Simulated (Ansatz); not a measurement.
**C4H10S (SMILES CCSCC): HF/3-21G**

What is the vertical ionisation energy of C4H10S at HF/3-21G? 

Program for the calculation: Ansatz 0.2.0.

45 further runs of the same task are left out: 45 set aside as unsound or not needed.

### 1 The structure to begin with

The species is C4H10S (15 atoms), meant as a singlet with charge 0. SMILES: `CCSCC`. The coordinates come from a PBE0-D4/def2-TZVP relaxation. This is one conformer, not always the lowest.

Bond lengths: C1–C2 1.515 Å, C2–S3 1.806 Å, S3–C4 1.806 Å, C4–C5 1.515 Å, C1–H6 1.092 Å, C1–H7 1.094 Å, C1–H8 1.092 Å, C2–H9 1.093 Å, C2–H10 1.093 Å, C4–H11 1.093 Å, C4–H12 1.093 Å, C5–H13 1.092 Å, C5–H14 1.092 Å, C5–H15 1.094 Å. Some angles: C1–C2–S3 114.8°, C2–S3–C4 102.2°, S3–C4–C5 114.8°, C1–C2–H9 110.6°, C1–C2–H10 111.2°, S3–C2–H9 103.6°, S3–C2–H10 109.5°, C2–C1–H6 110.9°, C2–C1–H7 110.4°, C2–C1–H8 111.6°.

### 2 The energy at HF/3-21G

molecule.yaml

```yaml
basis:
  gaussian: {orbitals: 3-21G.json}
crystal:
  periodic: [false, false, false]
  atoms:
    - {symbol: C, position_ang: [-1.973500, 0.077200, -0.225200]}
    - {symbol: C, position_ang: [-0.909300, -0.781100, -0.878900]}
    - {symbol: S, position_ang: [0.234800, -1.576900, 0.269900]}
    - {symbol: C, position_ang: [1.046600, -0.160100, 1.041900]}
    - {symbol: C, position_ang: [1.852100, 0.706000, 0.094600]}
    - {symbol: H, position_ang: [-2.543000, -0.499300, 0.506200]}
    - {symbol: H, position_ang: [-2.666800, 0.464900, -0.977100]}
    - {symbol: H, position_ang: [-1.537200, 0.936200, 0.289400]}
    - {symbol: H, position_ang: [-1.365700, -1.620400, -1.409900]}
    - {symbol: H, position_ang: [-0.344200, -0.212900, -1.622000]}
    - {symbol: H, position_ang: [0.307100, 0.431800, 1.587200]}
    - {symbol: H, position_ang: [1.697200, -0.614700, 1.793500]}
    - {symbol: H, position_ang: [2.597900, 0.111800, -0.436800]}
    - {symbol: H, position_ang: [1.214400, 1.189000, -0.649100]}
    - {symbol: H, position_ang: [2.367900, 1.497700, 0.645600]}
hamiltonian: {xc: hf}
accuracy: high
output: {orbitals: {seedname: orbitals}}
```

The basis set 3-21G is read from a file made from the Basis Set Exchange's data (not shown).

Run with:

```
ansatz run molecule.yaml --threads 1 --pin off --max-ram 3480MiB --events-out events.jsonl --progress --plain --runs-dir runs
```

Standard output:

```text
Warning: RAYON_NUM_THREADS=1 ignored (pool sized by the plan → 1); use --threads N
Functional definition: HF
  name "HF"
  exchange = exact_x
  correlation = 0
1747 factors; integrals over basis functions are off by at most 9.9e-9 eV
mean field evaluation 1: about -15018.1908 eV, gradient 2.3e1 eV
mean field evaluation 2: about -15018.7369 eV, gradient 2.3e1 eV
mean field evaluation 4: about -15020.2287 eV, gradient 2.0e0 eV
mean field evaluation 8: about -15020.2378 eV, gradient 1.8e-4 eV
mean field -15020.23784402 eV, -551.9835596850 hartree, gradient 1.5e-8 eV, S^2 0.000000; 0 other end points of the search recorded, 0 dependent functions left out
reference -15020.23784402 eV, -551.9835596850 hartree; 25, 25 occupied and 44, 44 virtual orbitals, 1747 factors
Total energy: -15020.23784402 eV, -551.9835596850 hartree
```

Wall time 0.86 s (1 thread of AMD EPYC 9R45 (Zen 5), shared host); peak memory 0.2 GiB.

### 3 The doublet cation at the same level

job.yaml

```yaml
crystal:
  periodic: [false, false, false]
  atoms:
    - {symbol: C, position_ang: [-1.973500, 0.077200, -0.225200]}
    - {symbol: C, position_ang: [-0.909300, -0.781100, -0.878900]}
    - {symbol: S, position_ang: [0.234800, -1.576900, 0.269900]}
    - {symbol: C, position_ang: [1.046600, -0.160100, 1.041900]}
    - {symbol: C, position_ang: [1.852100, 0.706000, 0.094600]}
    - {symbol: H, position_ang: [-2.543000, -0.499300, 0.506200]}
    - {symbol: H, position_ang: [-2.666800, 0.464900, -0.977100]}
    - {symbol: H, position_ang: [-1.537200, 0.936200, 0.289400]}
    - {symbol: H, position_ang: [-1.365700, -1.620400, -1.409900]}
    - {symbol: H, position_ang: [-0.344200, -0.212900, -1.622000]}
    - {symbol: H, position_ang: [0.307100, 0.431800, 1.587200]}
    - {symbol: H, position_ang: [1.697200, -0.614700, 1.793500]}
    - {symbol: H, position_ang: [2.597900, 0.111800, -0.436800]}
    - {symbol: H, position_ang: [1.214400, 1.189000, -0.649100]}
    - {symbol: H, position_ang: [2.367900, 1.497700, 0.645600]}
basis:
  gaussian:
    orbitals: 3-21G.json
total_charge: 1
magnetization:
  spin_polarized: true
  initial_magnetization: 1
hamiltonian:
  xc: hf
accuracy: high
output: {orbitals: {seedname: orbitals}}
```

The basis set 3-21G is read from a file made from the Basis Set Exchange's data (not shown).

Run with:

```
ansatz run job.yaml --threads 1 --pin off --max-ram 3480MiB --events-out events.jsonl --progress --plain --runs-dir runs
```

Standard output:

```text
Warning: RAYON_NUM_THREADS=1 ignored (pool sized by the plan → 1); use --threads N
Functional definition: HF
  name "HF"
  exchange = exact_x
  correlation = 0
1746 factors; integrals over basis functions are off by at most 9.9e-9 eV
mean field evaluation 1: about -15009.3011 eV, gradient 2.3e1 eV
mean field evaluation 2: about -15009.8004 eV, gradient 2.3e1 eV
mean field evaluation 4: about -15012.5132 eV, gradient 2.3e0 eV
mean field evaluation 8: about -15012.5820 eV, gradient 3.2e-1 eV
mean field evaluation 16: about -15012.5847 eV, gradient 2.4e-6 eV
mean field -15012.58465879 eV, -551.7023103150 hartree, gradient 5.5e-8 eV, S^2 0.758967; 0 other end points of the search recorded, 0 dependent functions left out
reference -15012.58465879 eV, -551.7023103150 hartree; 25, 24 occupied and 44, 45 virtual orbitals, 1746 factors
Total energy: -15012.58465879 eV, -551.7023103150 hartree
```

Run time: 1.2 s. Hardware: 1 thread of AMD EPYC 9R45 (Zen 5), shared host; peak memory 0.26 GiB.

### 4 Summary of results

Level: HF/3-21G.

| quantity | value |
| --- | --- |
| singlet C4H10S: total energy | -551.98356 Eh |
| singlet C4H10S: HOMO energy | -9.09 eV |
| singlet C4H10S: LUMO energy | 6.14 eV |
| singlet C4H10S: HOMO–LUMO gap | 15.23 eV |
| doublet cation: total energy | -551.70231 Eh |
| doublet cation: HOMO energy (highest over α and β) | -17.63 eV |
| doublet cation: LUMO energy (lowest over α and β) | -6.26 eV |
| doublet cation: ⟨S²⟩ | 0.759 |
| vertical ionisation energy (to the doublet cation) | 7.653 eV |

The vertical ionisation energy comes to 7.65 eV (738 kJ/mol). −ε(HOMO) before ionisation, 9.09 eV, is 1.44 eV above this ionisation energy.
